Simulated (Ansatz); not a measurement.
GeH, doublet: vertical spin and charge gaps

Geometry (PBE0/def2-TZVP stationary point for this spin):

```yaml
atoms:
  - { symbol: Ge, position_ang: [0.0000, 0.0000, 0.0000] }
  - { symbol: H, position_ang: [0.0000, 0.0000, 1.6012] }
```

Basis cc-pVTZ; Ansatz 0.2.0. Correlated methods freeze the noble-gas cores and the filled d shells of p-block atoms. Prefix R: restricted or restricted open-shell reference. Active spaces: valence = (5e, 5o) chosen from the atoms' valence shells. No spin–orbit coupling is included, and no scalar relativity.

Gaps are energies of the second state less the first, at fixed atoms, for a selection of the levels run; each method lands on the state that its own search finds for that charge and spin.

For open shells CISD is restricted-active-space CI with the open shells as a complete middle space.

Quartet less doublet: 1.798 eV at full CI (doublet B1, quartet A2, in C2v).

```tsv
level	gap (eV)	error (meV)
RHF	1.196	-602
RMP2	1.701	-97
CISD	1.712	-86
RCCSD	1.799	1
RCCSD(T)	1.798	0
BCCD(T)	1.798	0
RCCSDT	1.797	-1
RCCSDT(Q)	1.797	-1
CASSCF (valence space)	1.542	-256
NEVPT2 (valence space)	1.743	-55
MRCISD (valence space)	1.812	14
MRCISD+Q (valence space)	1.833	35
PBE	1.934	136
r2SCAN	1.729	-69
PBE0	1.854	56
B3LYP	2.143	345
wB97M-V	2.063	265
B2PLYP	2.010	212
RPA-PBE	1.997	199
```

**Question.** PBE gives 10.037 eV for removing an electron, to the triplet. Estimate what full CI gives in cc-pVTZ.

**Answer.** Full CI in cc-pVTZ gives 9.957 eV, so against it PBE is off by 0.080 eV.

| level | gap (eV) | error (meV) |
| --- | --- | --- |
| RHF | 9.057 | -900 |
| RMP2 | 9.802 | -155 |
| CISD | 9.849 | -108 |
| RCCSD | 9.926 | -31 |
| RCCSD(T) | 9.951 | -6 |
| BCCD(T) | 9.951 | -6 |
| RCCSDT | 9.955 | -2 |
| RCCSDT(Q) | 9.956 | -1 |
| CASSCF (valence space) | 9.154 | -803 |
| NEVPT2 (valence space) | 9.711 | -246 |
| MRCISD (valence space) | 9.899 | -58 |
| MRCISD+Q (valence space) | 9.953 | -4 |
| r2SCAN | 10.014 | 57 |
| PBE0 | 10.011 | 54 |
| B3LYP | 10.182 | 225 |
| wB97M-V | 10.061 | 104 |
| RPA-PBE | 10.213 | 256 |

Removing an electron, to the singlet: 7.634 eV at full CI (doublet B1, singlet ion A1, in C2v).

| level | gap (eV) | error (meV) |
| --- | --- | --- |
| RHF | 7.182 | -452 |
| RMP2 | 7.582 | -52 |
| CISD | 7.575 | -59 |
| RCCSD | 7.592 | -42 |
| RCCSD(T) | 7.626 | -8 |
| BCCD(T) | 7.626 | -8 |
| RCCSDT | 7.634 | 0 |
| RCCSDT(Q) | 7.635 | 1 |
| CASSCF (valence space) | 6.765 | -869 |
| NEVPT2 (valence space) | 7.441 | -193 |
| MRCISD (valence space) | 7.581 | -53 |
| MRCISD+Q (valence space) | 7.644 | 10 |
| PBE | 7.769 | 135 |
| r2SCAN | 7.964 | 330 |
| PBE0 | 7.814 | 180 |
| B3LYP | 7.804 | 170 |
| wB97M-V | 7.660 | 26 |
| B2PLYP | 7.667 | 33 |
| RPA-PBE | 7.918 | 284 |

Functionals correlate the shells that the reference freezes, so part of their error here is the reference's.

Full CI is exact within this basis and frozen core; it isn't the basis-set limit.
